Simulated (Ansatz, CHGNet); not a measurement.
Elastic constant C33 (GPa) of solids drawn from the class of oxides, at two levels: the machine-learned potential CHGNet 0.3.0 (trained on PBE and PBE+U data), and PBE in Ansatz (PAW).

```json
[
 {"solid": "corundum (α-Al2O3)", "CHGNet 0.3.0": "384", "PBE": "452", "shift (%)": "+17.7"},
 {"solid": "A-type hexagonal La₂O₃", "CHGNet 0.3.0": "130", "PBE": "129", "shift (%)": "-0.8"},
 {"solid": "rutile SnO₂", "CHGNet 0.3.0": "294", "PBE": "377", "shift (%)": "+28"},
 {"solid": "stishovite (SiO2)", "CHGNet 0.3.0": "519", "PBE": "690", "shift (%)": "+33"},
 {"solid": "rutile TiO₂", "CHGNet 0.3.0": "395", "PBE": "473", "shift (%)": "+19.7"},
 {"solid": "anatase TiO₂ (metastable phase)", "CHGNet 0.3.0": "163", "PBE": "190", "shift (%)": "+16.6"}
]
```

The shifts run from -0.8 % to +33 %, with a median of +18.7 %.

Over all 6 rows PBE is the larger in 5.

Ansatz's runs of these crystals have no spin polarisation.

Spin–orbit coupling is left out, also for the solids with elements from indium on (A-type hexagonal La2O3, rutile SnO2); its size isn't shown.

Each level is taken at its own relaxed cell. Ansatz's density-functional and Hartree–Fock values are scalar-relativistic unless marked +SOC, with PAW data made under PBE.

Ansatz is a quantum-chemistry and plane-wave program.
